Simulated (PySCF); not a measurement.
# C4H5OP: the cost of one run

Computed with PySCF 2.14.0. Level: levels as typed in each script, gas phase, geometry from GFN2-xTB.

## 1. Starting geometry

SMILES `Cc1cocp1`, 11 atoms, charge 0, spin multiplicity 1.

Bond lengths: C1–C2 1.492 Å, C1–H7 1.088 Å, C1–H8 1.089 Å, C1–H9 1.090 Å, C2–C3 1.358 Å, C2–P6 1.783 Å, C3–O4 1.336 Å, C3–H10 1.076 Å, O4–C5 1.336 Å, C5–P6 1.708 Å, C5–H11 1.076 Å. Angles: C2–C1–H7 110.4°, C2–C1–H8 110.4°, C2–C1–H9 110.4°, H7–C1–H8 108.9°, H7–C1–H9 108.9°, H8–C1–H9 107.7°, C1–C2–C3 125.1°, C1–C2–P6 125.1°, C3–C2–P6 109.8°, C2–C3–O4 116.0°, C2–C3–H10 128.2°, O4–C3–H10 115.7°, C3–O4–C5 110.9°, O4–C5–P6 116.2°, O4–C5–H11 115.3°, P6–C5–H11 128.5°, C2–P6–C5 87.2°.

Geometry (Å):

| atom | x (Å) | y (Å) | z (Å) |
| --- | --- | --- | --- |
| C1 | 2.27561 | 0.05427 | -0.00020 |
| C2 | 0.78539 | 0.13247 | 0.00012 |
| C3 | 0.06344 | 1.28222 | 0.00004 |
| O4 | -1.26487 | 1.14007 | -0.00002 |
| C5 | -1.60508 | -0.15177 | -0.00010 |
| P6 | -0.31493 | -1.27047 | 0.00004 |
| H7 | 2.70812 | 1.05245 | 0.00428 |
| H8 | 2.62825 | -0.47853 | -0.88169 |
| H9 | 2.62826 | -0.48667 | 0.87747 |
| H10 | 0.42489 | 2.29575 | 0.00052 |
| H11 | -2.66287 | -0.34962 | -0.00017 |

## 2. Localised orbitals (BLYP/def2-tzvp)

input.py

```python
import numpy as np
from pyscf import gto, scf, dft, lo
from pyscf.data.elements import chemcore

def solve(mol, dm0=None, hcore=None):
    mf = (dft.UKS if mol.spin else dft.RKS)(mol, xc='blyp')
    mf.grids.level = 3
    mf = mf.density_fit(auxbasis='def2-universal-jkfit')
    mf.conv_tol, mf.max_cycle = 1e-8, 80
    if hcore is not None:
        mf.get_hcore = lambda *args: hcore
    mf.kernel(dm0)
    if not mf.converged:
        mf = mf.newton().run(mf.mo_coeff, mf.mo_occ, max_cycle=30)
    assert mf.converged, 'SCF not converged'
    return mf

mol = gto.M(atom='''
C      2.27561     0.05427    -0.00020
C      0.78539     0.13247     0.00012
C      0.06344     1.28222     0.00004
O     -1.26487     1.14007    -0.00002
C     -1.60508    -0.15177    -0.00010
P     -0.31493    -1.27047     0.00004
H      2.70812     1.05245     0.00428
H      2.62825    -0.47853    -0.88169
H      2.62826    -0.48667     0.87747
H      0.42489     2.29575     0.00052
H     -2.66287    -0.34962    -0.00017
''', basis='def2-tzvp', charge=0, spin=0, verbose=4)
mf = solve(mol)
occ_all = mf.mo_coeff[:, mf.mo_occ > 0]
occ = occ_all[:, chemcore(mol):]
loc = lo.ibo.ibo(mol, occ, iaos=lo.iao.iao(mol, occ_all))
fock, s = mf.get_fock(), mf.get_ovlp()
ortho = lo.orth_ao(mol, 'meta_lowdin')
ortho = lo.vec_lowdin(lo.iao.iao(mol, occ_all), s)
labels = lo.iao.reference_mol(mol).ao_labels(fmt=None)
vir = lo.vvo.livvo(mol, occ_all, mf.mo_coeff[:, mf.mo_occ == 0])
both = np.hstack([loc, vir])
p = (ortho.T @ s @ both) ** 2
pop = np.array([p[[l[0] == a for l in labels]].sum(0) for a in range(mol.natm)])
spd = np.array([[p[[l[0] == a and l[2][-1] == k for l in labels]].sum(0) for k in 'spd'] for a in range(mol.natm)])
eps = np.einsum('pi,pq,qi->i', both, fock, both)
for i in np.argsort(eps):
    top = np.argsort(-pop[:, i])[:3]
    print('%3d %s %9.4f Eh ' % (i + 1, 'occ' if i < loc.shape[1] else 'vir', eps[i]), '  '.join('%s%d %.3f' % (mol.atom_symbol(a), a + 1, pop[a, i]) for a in top))
np.savez('result.npz', c=both, nocc=loc.shape[1], pop=pop, spd=spd, eps=eps, e=mf.e_tot)
```

The run is started by

```bash
OMP_NUM_THREADS=1 python input.py
```

**Question.** How long does this run take on 1 thread of AMD EPYC 7R13 (Zen 3), shared host, and how much memory does it need?

About 41 s, with a peak of 0.74 GiB.
